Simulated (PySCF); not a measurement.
CN, SMILES [C]#N (connectivity only; charge and spin as stated), charge -1, multiplicity 1.

Geometry: B3LYP-D3(BJ)/def2-TZVPD.

Two levels are set side by side: PBE/def2-TZVPD (PySCF) and CAM-B3LYP/def2-TZVPD (PySCF). Same geometry, gas phase. Differences are taken from unrounded values.

| quantity | CAM-B3LYP |
|---|---|
| orbital gap (eV) | 9.31 |
| highest occupied level (eV) | -2.92 |
| lowest empty level (eV) | 6.39 |
| mean polarisability (bohr³) | 26.7 |

### Question
What does PBE give, and how far is it from CAM-B3LYP? (The exact figures need the calculation; the answer reports its results.)

### Answer

| quantity | PBE | PBE minus CAM-B3LYP |
|---|---|---|
| orbital gap (eV) | 5.30 | -4.01 |
| highest occupied level (eV) | 0.12 | 3.04 |
| lowest empty level (eV) | 5.42 | -0.97 |
| mean polarisability (bohr³) | 28.7 | 2.1 |

Without exact exchange PBE keeps part of each electron's self-repulsion, which lifts occupied levels and narrows the gap. PBE's more diffuse valence density responds more strongly to a field. Differences between two approximate levels are no errors against the true value.

Rough cost on one machine, each run with all the roots and properties that it gave: CAM-B3LYP against PBE within a factor of 2.
